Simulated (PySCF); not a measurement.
Computed with M06-2X/def2-TZVP // B3LYP-D3(BJ)/def2-TZVP in PySCF 2.14.0. Isolated molecules, 0 K electronic values unless said otherwise. One relaxed conformer stands for a flexible species; it need not be the lowest. Excitations are Tamm–Dancoff values on a coarser integration grid. The basis has no diffuse functions, so Rydberg states are missing or too high.

Reference species (SMILES): `O=CC1CC1` (O–C–C–C torsion 147°) (neutral, multiplicity 1).

The brightest of the four lowest singlets (TDA) is 7.63 eV and the S1 excitation (TDA) is 4.29 eV. The HOMO is -8.99 eV.

After one change: the brightest of the four lowest singlets (TDA) rises by 0.88 eV; the S1 excitation (TDA) increases by 1.47 eV; the HOMO drops by 1.10 eV.

Q: What was changed between the two runs? The new species is one of these.
A) `O=CS` (O–C–S–H torsion 0°)
B) `C=O`
C) `O=C[SiH3]`
D) `COC=O` (C–O–C–O torsion 0°)

A: D, `COC=O` (C–O–C–O torsion 0°)
